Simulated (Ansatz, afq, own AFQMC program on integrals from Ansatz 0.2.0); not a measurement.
Two steps: Ansatz 0.2.0 writes the Fock matrix and Cholesky factors of the valence space, and afq projects on them the lowest state that overlaps trial and start.

```yaml
crystal:
  periodic: [false, false, false]
  atoms:
    - {symbol: Al, position_ang: [0.000000, 0.000000, 0.000000]}
    - {symbol: Al, position_ang: [0.000000, 0.000000, 3.031047]}
basis:
  gaussian: {orbitals: cc-pVDZ}
magnetization: {spin_polarized: false}
correlation: {method: ccsd_t, electrons: outside_noble_gas, hamiltonian_folder: ham}
```

```sh
$ ansatz run in.yaml --threads 1 --pin off --events-out ev --progress --plain --max-ram 1843MiB
```

afq runs on the folder ham with

```
--method free --trial cisd --walkers 190 --time-step 0.03 --max-blocks 80 --target-error 0.00029 --factor-cut 1e-05 --seed 1652 --times 0,0.3,0.6,1.2,1.8,2.4,3.6,4.8,6 --taylor-order 8
```

Times are imaginary, in 1/Eh. The walk had a cap of 523 s.

```
orbitals 26  electrons 3 3  factors 170 of 364
reference energy -483.75180979 Eh
CCSD correlation -0.11899243 Eh in 14 cycles, weight of the determinant in the CISD state 0.8317
repeat  energy at the last time / Eh  error
    10  -483.876459  0.000708
    20  -483.876417  0.000377
    30  -483.875906  0.000304
    40  -483.875817  0.000262
time / (1/Eh)  energy / Eh  error  mean overlap
  0.00  -483.870911  0.000119  1.2030
  0.30  -483.872278  0.000089  1.2014
  0.60  -483.873229  0.000100  1.2054
  1.20  -483.874440  0.000121  1.2090
  1.80  -483.875051  0.000129  1.2042
  2.40  -483.875330  0.000120  1.2112
  3.60  -483.875695  0.000163  1.2141
  4.80  -483.875539  0.000200  1.2123
  6.00  -483.875835  0.000256  1.2294
energy -483.875835 +/- 0.000256 Eh
```

Problem. Estimate how long the walk took on 1 thread of Arm Neoverse V2, on a shared host.

Solution. 59 s of wall time.

The run passed its tests (error under three times the target), which doesn't prove that it has relaxed.

Against this walk (error 7.0 meV) on the same determinant: CCSD(T) 38.0 meV higher, CCSDT(Q) 10.7 meV lower (within the noise), CCSDTQ 16.8 meV lower, full CI 17.9 meV lower. The error is statistical, and a free projection of finite length keeps a remainder of its start.

Cautions: remainder of the start not in the error; higher spins were not checked; restricted determinant unstable towards unrestricted (UHF 590 meV lower, ⟨S²⟩ 1.13); CCSDTQ on the UHF determinant differs (230 meV lower), perhaps since the unrestricted series falls towards higher spin.

CCSDT and higher add their correlation energy to the determinant of the CCSD(T) run, since their own runs factorise the integrals more tightly (a shift of under 2 meV). A walk keeps the symmetry of its determinant, which the program's search chose and which needn't be the lowest solution, so a lower state of the same spin and another symmetry isn't excluded.
